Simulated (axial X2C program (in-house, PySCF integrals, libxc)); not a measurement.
## Low determinants of AlP⁺ at the PBE0 level, 2c

Calculated with an in-house all-electron X2C program for linear molecules (integrals from PySCF). Two-component (2c) means X2C with spin–orbit coupling and atomic mean-field two-electron Coulomb and Gaunt terms. Basis: P dyall-v3z [8s7p2d1f], Al dyall-v3z [8s8p2d1f] (cores contracted in-house); Gaussian nuclei, density fitting, unrestricted open shells. Masses: P 30.974 u, Al 26.982 u.

Search at 2.502 Å (vertical energies from the lowest determinant):

```tsv
ΔE (eV)	state	electrons beyond evenly filled partner blocks	electrons in ±ω = 1/2, 3/2, 5/2, 7/2
0.00	Ω = 3/2	ω = 3/2	22 5 0 0
0.34	Ω = 1/2	2 × ω = -1/2, ω = 3/2	22 5 0 0
1.16	Ω = 1/2	ω = 1/2	23 4 0 0
1.19	Ω = 5/2	2 × ω = 1/2, ω = 3/2	22 5 0 0
1.22	Ω = 1/2	ω = 1/2	21 6 0 0
3.43	Ω = 5/2	ω = -1/2, 2 × ω = 3/2	21 6 0 0
4.39	Ω = 7/2	ω = 1/2, 2 × ω = 3/2	21 6 0 0
```

Lowest determinant, Ω = 3/2 (⟨Sz⟩ = 1.50, ⟨Lz⟩ = 0.00 at PBE0): Re = 2.477 Å, ωe = 258.7 cm⁻¹.

The determinant in row 2 of the search, Ω = 1/2 (⟨Sz⟩ = 0.50, ⟨Lz⟩ = 0.00 at PBE0), was followed along the bond at PBE0; measured from the minimum of the lowest determinant it gives:

Te = 0.312 eV (2519 cm⁻¹), Re = 2.391 Å, ωe = 342.0 cm⁻¹.

Problem. Compare the bond of the determinant in row 2 with that of the lowest one.

Solution. At PBE0 its Re is 0.086 Å shorter and its force constant, which goes as ωe², is 1.75 times that of the lowest determinant. This determinant mixes spin states, so it has no term energy of its own.

The search compares states at one distance, so a state with another bond length can lie lower; it is not exhaustive and yields mostly the lowest determinant of each block pattern, so other components and higher states of one pattern are missing. These are energies of single determinants, not of spin-adapted states; PBE0 term energies can be off by some tenths of an eV, and the functional has no current term. The lowest determinant need not be the ground state where others lie within half an eV.
